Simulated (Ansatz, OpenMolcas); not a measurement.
# A ladder of methods for AlO (oxoaluminum)

AlO: 2 atoms, total charge 0, spin state doublet. SMILES: `[O]=[Al]`. The shape comes from GFN2-xTB, which is rough for such elements, and wasn't checked as a minimum.

| atom | x (Å) | y (Å) | z (Å) |
| --- | --- | --- | --- |
| O | 0.0000 | 0.0000 | 0.0000 |
| Al | 0.0000 | 0.0000 | 1.5700 |

Quantity: the energy change with the O1–Al2 bond stretched from 1.570 to 3.240 Å, in eV. The values are calculated.

| level | kind | program | value (eV) | CPU time (all runs) |
| --- | --- | --- | --- | --- |
| UHF/6-31G | Hartree–Fock | Ansatz | 1.11 | 0.97 s |
| U-revPBE/6-31G | GGA | Ansatz | 2.85 | 7.2 s |
| U-r2SCAN/6-31G | meta-GGA | Ansatz | 3.12 | 22 s |
| UB3LYP/6-31G | global hybrid | Ansatz | 2.88 | 7.9 s |
| UHSE06/6-31G | range-separated hybrid | Ansatz | 2.89 | 11 s |
| UB2PLYP/6-31G | double hybrid | Ansatz | 3.10 | 7.9 s |
| UMP2/6-31G | perturbation theory | Ansatz | 2.33 | 1.6 s |
| UBCCD(T)/6-31G | coupled cluster or CI | Ansatz | 2.85 | 2.3 s |
| UCCSDT/6-31G | coupled cluster or CI | Ansatz | 2.77 | 4.4 s |
| FCI/STO-3G | exact in the basis | OpenMolcas | 4.78 | 4.3 s |

The first shape isn't each level's own minimum. The values span 1.11 to 4.78 eV. Spin contamination of the reference (⟨S²⟩ at least 0.1 too high) touches UHF/6-31G, U-revPBE/6-31G, U-r2SCAN/6-31G, UB3LYP/6-31G, UHSE06/6-31G, UB2PLYP/6-31G, UMP2/6-31G, UBCCD(T)/6-31G, UCCSDT/6-31G. The coupled-cluster rows rest on a doubtful reference here (large T1 or Brueckner and Hartree–Fock orbitals at odds), and rows may lie in different states. All rows use very small basis sets, so none should be taken for the real molecule's value. Times are those of the runs behind each value, whatever else they computed, on shared processors of several kinds: orders of magnitude only.
